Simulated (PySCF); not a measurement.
## Converging AlF⁺ in the basis (PBE0)

PySCF, UKS reference; doublet, unpaired electrons σ ↑; De to Al⁺ + F without counterpoise correction.

| basis | relativity | functions | Re (Å) | ωe (cm⁻¹) | De (eV) | μ (D) |
| --- | --- | --- | --- | --- | --- | --- |
| pcseg-1 | no relativity | 32 | 1.632 | 904 | 3.02 | -5.59 |
| def2-TZVP | no relativity | 68 | 1.601 | 939 | 3.29 | -5.31 |
| def2-TZVPPD | no relativity | 88 | 1.601 | 935 | 3.29 | -5.31 |

**Question.** How does each smaller set differ from the one with most functions, def2-TZVPPD?

**Answer.** pcseg-1: +3.1 pm, -3.3 % in ωe, -0.27 eV in De; def2-TZVP: +0.0 pm, +0.4 % in ωe, +0.00 eV in De. All at PBE0; the set with most functions is neither the basis-set limit nor always the best.

A positive dipole points towards F; it is taken about the centre of mass and depends on that origin. For an ion De counts to the pair picked by the measured ionisation energies or electron affinities, which need not be the lowest pair at this level. The state is the lowest determinant that a PBE0 search found; another state may lie lower at other levels.
